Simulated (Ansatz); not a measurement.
Relaxation of C$_{3}$H$_{7}$NOS (13 atoms, charge 0, multiplicity 1), to a largest force component of 0.02 eV/Å in at most 50 steps.

These are results of Ansatz 0.2.0, RKS PBE-D4/6-31G*, not measurements.

```xyz
13
Properties=species:S:1:pos:R:3
C -0.455 -1.533 0.971
O 0.711 -0.784 0.748
C 0.757 -0.223 -0.572
C 0.053 1.059 -0.725
N -0.891 1.205 -1.677
S 0.250 2.362 0.410
H -0.468 -1.886 1.981
H -0.549 -2.307 0.252
H -1.361 -0.804 0.898
H 1.841 0.029 -0.722
H 0.483 -0.962 -1.292
H -1.271 2.161 -1.526
H 0.921 1.650 1.269
```

**Question.** Where does it end, and by what steps?

**Answer.** The forces met the threshold. After 13 steps the energy has fallen by 0.653 eV; H13 moved furthest, 0.51 Å.

| step | energy less start (eV) | largest force component (eV/Å) | accepted |
| --- | --- | --- | --- |
| 0 | 0.0000 | 4.213 | yes |
| 1 | -0.4727 | 2.504 | yes |
| 2 | -0.6048 | 0.740 | yes |
| 3 | -0.6111 | 0.381 | yes |
| 4 | -0.6422 | 0.201 | yes |
| 5 | -0.6469 | 0.076 | yes |
| 6 | -0.6500 | 0.128 | yes |
| 7 | -0.3989 | 2.293 | no |
| 8 | -0.6478 | 0.185 | no |
| 9 | -0.6522 | 0.033 | yes |
| 10 | -0.6527 | 0.026 | yes |
| 11 | -0.6530 | 0.038 | yes |
| 12 | -0.6530 | 0.024 | yes |
| 13 | -0.6531 | 0.009 | yes |

```xyz
13
Properties=species:S:1:pos:R:3
C -0.403 -1.386 1.049
O 0.832 -0.769 0.678
C 0.777 -0.216 -0.628
C -0.065 1.058 -0.746
N -0.701 1.271 -1.836
S 0.029 2.160 0.675
H -0.253 -1.804 2.056
H -0.663 -2.204 0.348
H -1.238 -0.659 1.075
H 1.821 0.029 -0.894
H 0.380 -0.937 -1.369
H -1.179 2.187 -1.833
H 0.682 1.235 1.441
```

The run took 30 s on 2 threads of Intel(R) Xeon(R) Platinum 8488C (Sapphire Rapids), with other jobs on the host, peak memory 0.17 GiB.
